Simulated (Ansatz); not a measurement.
C3H9N, SMILES `CC(C)N`: measurement beside calculation (Ansatz, PBE0-D4/def2-TZVP geometry).

Z-matrix (Å, degrees):
```
C
C 1 1.517
H 1 1.094 2 111.2
H 1 1.093 2 110.1 3 119.6
H 1 1.092 2 111.0 3 -119.9
C 2 1.517 1 111.4 3 179.9
N 2 1.458 1 108.8 3 -60.1
H 2 1.104 1 107.8 3 61.7
H 6 1.094 2 111.2 1 -179.8
H 6 1.092 2 111.0 1 -59.9
H 6 1.093 2 110.1 1 60.5
H 7 1.013 2 110.6 1 60.0
H 7 1.013 2 110.6 1 178.4
```

Measured: 1.19 ± 0.03 D (total dipole moment, trans conformer (T-IPA), earlier Stark-modulation microwave spectroscopy). Source: Rich Collection of n-Propylamine and Isopropylamine Conformers: Rotational Fingerprints and State-of-the-Art Quantum Chemical Investigation, 2020 (pmc:7997563).

```tsv
functional (def2-TZVPP)	dipole (D)	error (D)
PBE	1.21	0.02
r2SCAN	1.22	0.03
B3LYP	1.24	0.05
ωB97M-V	1.26	0.07
```

The measured dipole is a vibrational average; the computed one belongs to the fixed geometry.

Measured: 8331.90303 ± 0.00016 MHz (A, trans conformer (T-IPA), ground vibrational state, A reduction IIIl, FTMW and millimetre/submillimetre rotational spectroscopy); 7977.33553 ± 0.00017 MHz (B, trans conformer (T-IPA), ground vibrational state, A reduction IIIl, FTMW and millimetre/submillimetre rotational spectroscopy); 4656.91658 ± 0.00063 MHz (C, trans conformer (T-IPA), ground vibrational state, A reduction IIIl, FTMW and millimetre/submillimetre rotational spectroscopy). Source: Rich Collection of n-Propylamine and Isopropylamine Conformers: Rotational Fingerprints and State-of-the-Art Quantum Chemical Investigation, 2020 (pmc:7997563).

```json
{"constant": "A", "measured (MHz)": "8332", "computed (MHz)": "8434", "error (%)": "1.2"}
{"constant": "B", "measured (MHz)": "7977", "computed (MHz)": "8059", "error (%)": "1.0"}
{"constant": "C", "measured (MHz)": "4657", "computed (MHz)": "4709", "error (%)": "1.1"}
```

Computed constants are equilibrium values for the main isotopes; measured ground-state ones include zero-point motion, which usually lowers them by up to about 1 %.

B3LYP here is the variant with VWN-RPA as its local correlation; programs differ in this.
